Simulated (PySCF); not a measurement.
Species: C4H7N.
Numbering: `[CH2:1]=[C:2]1[CH2:3][C@@H:4]1[NH2:5]` (hydrogens: H6, H7 on C1; H8, H9 on C3; H10 on C4; H11, H12 on N5)

Torsions of this conformer, `[CH2:1]=[C:2]1[CH2:3][C@@H:4]1[NH2:5]`: H–N5–C4–C3 -148°, H–N5–C4–C3 92°.

The closed-shell ground state was solved at several levels (PySCF, density fitting, gas phase, non-relativistic). The structure is a single GFN2-xTB conformer in the gas phase; no vibrational or solvent corrections.

```
              level  basis functions  HOMO (eV)  LUMO (eV)  gap (eV)  dipole (D)
      PBE0/pcSseg-1              120      -6.87       0.19      7.06        1.40
        B3LYP/pcJ-1              205      -6.60      -0.01      6.59        1.43
CAM-B3LYP/def2-SVPD              156      -8.46       1.06      9.52        1.36
```

Task: Estimate the row for PBE0/def2-SVPD, a basis of 156 functions; the other rows only guide the guess.

Result: HOMO -7.00 eV, LUMO 0.05 eV, gap 7.05 eV, dipole 1.33 D.

Task: Over all these levels, which gives the widest orbital gap and which the narrowest?

Result: CAM-B3LYP/def2-SVPD (range-separated hybrid) has the widest, 9.52 eV, and B3LYP/pcJ-1 (global hybrid, 20 % exact exchange) the narrowest, 6.59 eV. Functional and basis both differ between the two, so the spread mixes both effects.

Task: How far do the dipole and the HOMO energy spread over the levels?

Result: The dipole runs from 1.33 to 1.43 D (mean 1.38 D) and the HOMO from -8.46 to -6.60 eV.
